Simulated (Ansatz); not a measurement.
Two isomers of C6H12: A = `CC1CCCC1`, B = `C/C=C(\C)CC`.

Calculated with Ansatz (gas phase, PBE0-D4/def2-TZVP geometries, no zero-point term in ΔE). CCSD(T)/CBS adds triple-zeta CCSD(T) − MP2 to the extrapolated MP2 energy (def2 sets, frozen cores). Functionals use def2-TZVPP. B3LYP here is the variant with VWN-RPA as its local correlation; programs differ in this. Each species was taken in one conformer, which may not be the lowest.

(1) Which isomer does CCSD(T)/CBS put lower? Give the gap. (An estimate is asked.)

(2) Give E(B) − E(A) in kcal/mol with HF/def2-TZVPP, PBE-D4, B2PLYP, CCSD(T)/def2-TZVPP, B3LYP, BLYP-D4, CCSD(T)/def2-SVP. (Best estimate.)

Largest T1 diagnostic: 0.009.

Results:

(1) Ansatz gave: A, by 12.9 kcal/mol.

(2) The calculation gave: HF/def2-TZVPP 10.4, PBE-D4 11.7, B2PLYP 10.4, CCSD(T)/def2-TZVPP 13.2, B3LYP 8.1, BLYP-D4 6.3, CCSD(T)/def2-SVP 14.0. None reverses the order clearly.

At CCSD(T), def2-SVP lies +1.1 kcal/mol from the extrapolated value and def2-TZVPP +0.3 kcal/mol. The D4 term adds +1.0 kcal/mol with B3LYP and +0.4 kcal/mol with PBE0; it sums over pairs of atoms, weighted by their polarisabilities, and B3LYP, whose exchange is more repulsive, gets the larger term.
